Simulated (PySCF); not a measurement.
AlH4, doublet in aug-cc-pVDZ: errors against RCCSDT

All five atoms lie in one plane.

Geometry: that of the AlH4⁺, singlet, kept fixed.

```xyz
5

Al    0.0000    0.0000   -0.1186
H     0.0000   -0.3848    1.9224
H     0.0000    0.3848    1.9224
H     0.0000    1.5369   -0.3348
H     0.0000   -1.5369   -0.3348
```

Basis aug-cc-pVDZ; PySCF 2.14.0. Correlated methods freeze the noble-gas cores, which leaves 7 electrons in 58 orbitals. R marks a restricted (for open shells ROHF) determinant, U an unrestricted one.

Full CI isn't at hand for all of this; RCCSDT serves as the reference. It lacks quadruple excitations. The frozen core follows each run's orbitals, which can shift R against U totals by a few meV.

* UHF ⟨S²⟩: 0.774
* T1 diagnostic (ROHF- or RHF-based CCSD): 0.0194
* largest doubles amplitude (ROHF- or RHF-based CCSD): 0.035
* T1 diagnostic (UCCSD): 0.0146

```tsv
level	E − E(RCCSDT) (meV)	share of correlation (%)	wall time
RHF	3552	0.00	–
UHF	3460	2.58	–
RMP2	883	75.13	–
UMP2	886	75.06	–
RCCSD	78	97.79	–
UCCSD	76	97.85	–
RCCSD(T)	18	99.48	4.9 s
UCCSD(T)	18	99.48	4.3 s
UCCSDT	0	100.01	5.4 min
```

The correlation energy at RCCSDT, counted from RHF, is -3.552 eV. That run took 5.3 min on 1 thread of AMD EPYC 7B13, shared host.

Times are those of the correlated step on a shared host, with one SCF added for the restricted CCSD run; they ran on 1 thread of AMD EPYC 7B13.
